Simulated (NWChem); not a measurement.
A series in which one site is exchanged, each optimised at PBE0/def2-SVP with NWChem, gas phase unless a solvent is named. Some are not confirmed as minima by frequencies. def2 effective core potentials on Sn; no spin-orbit coupling.

A: C[NH][SnH3] (CH7NSn; site = Sn)
B: C[NH][GeH3] (CH7GeN; site = Ge)
C: CN[SiH3] (CH₇NSi; site = Si)
D: CNC (C2H7N; site = C)

**Question.** Rank them by orbital gap (eV), PBE0/def2-SVP, lowest first.

**Answer.** A (6.57), B (7.40), C (7.64), D (8.01)
